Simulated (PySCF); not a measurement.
Breaking a bond: CH, doublet.

Method: CCSD(T) on UHF/cc-pVDZ, 1 core orbital frozen (PySCF).

Q: Relative to R = 1.13 Å, what are the energies at R = 0.91, 1.02, 1.30, 1.53 Å?

A: 117.1 kJ/mol at 0.91 Å, 25.5 kJ/mol at 1.02 Å, 23.3 kJ/mol at 1.30 Å, 96.2 kJ/mol at 1.53 Å.

The scan ran from 0.84 to 4.49 Å; beyond the distances shown one of the unrestricted levels run for this scan, shown here or not, changes its spin distribution in one step. The unrestricted determinant behind UCCSD(T) is spin-contaminated at 0.84 to 1.53 Å (<S²> up to 1.2, against 0.75 for a pure doublet).
